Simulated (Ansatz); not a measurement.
A calculation on zinc-blende InSb returned lattice constant a 6.532 Å, formation enthalpy -0.225 eV/atom.

For reference: lattice constant a 6.468 Å (measured, static lattice: zero-point anharmonic expansion removed; as tabulated in Mejia-Rodriguez and Trickey (2018), arXiv:1807.09216); formation enthalpy -0.16 eV/atom (measured, 298 K, no zero-point or thermal correction; as tabulated in Zhang et al. (2018), doi:10.1038/s41524-018-0065-z).

Task: Which level of theory produced these numbers?
(A) rVV10 (Ansatz, a program for electronic structure)
(B) PBE-D3(BJ) (Ansatz)
(C) PBE (Ansatz)
(D) r²SCAN-D4 (Ansatz)

Result: D, r²SCAN-D4 (Ansatz)

The others give: PBE-D3(BJ) 6.545 Å, -0.043 eV/atom; PBE 6.635 Å, -0.126 eV/atom; rVV10 6.655 Å, -0.084 eV/atom.

Unless a cell is named, each level is at its own relaxed cell (PBE 36.51, PBE-D3(BJ) 35.04, r²SCAN-D4 34.83, rVV10 36.84 Å³/atom).

Ansatz's density-functional and Hartree–Fock values are scalar-relativistic unless marked +SOC, with PAW data made under PBE.
